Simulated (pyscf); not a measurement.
A first-order saddle from PySCF, ωB97X-D3(BJ)/def2-SVP:

```xyz
10

Si    -1.6484     0.5326     0.5081
P      0.4308    -0.0360     1.1138
Si    -0.1793    -0.6013    -0.9650
H     -1.5160    -1.1676     0.0433
H     -2.9760     0.1426     1.0651
H     -1.6978     2.0433     0.4622
H      1.0846     1.1988     0.8156
H     -1.4150     0.5335    -1.1653
H      0.6699     0.2156    -1.9127
H     -0.2877    -1.9320    -1.6303
```

Surface: singlet, charge 0. Lowest wavenumbers (cm⁻¹): 764i, 376, 386, 430, 463.

Question: Name the species on either side of this saddle.

Answer: H₃Si–PH–SiH₃ ⇌ H₃Si–PH–SiH₃, a concerted two-bond exchange read from left to right: H–Si, H–Si broken and H–Si, H–Si formed. At CCSD(T)/def2-TZVPP + ΔMP2(QZVPP) it lies +2.82 eV from the left side and +2.82 eV from the right (each side as separated species at their lowest minima found). At the saddle there is also a short Si–Si contact that neither side keeps. The same reactants have a lower exit, to SiH₄ + H₂Si=PH (barrier +2.33 eV at ωB97M-D3(BJ)/def2-TZVP, against +2.79 eV here). This is the saddle that the search found; another between the same sides may lie lower. The CCSD(T) − MP2 part came from Ansatz, without density fitting, on the same reference.
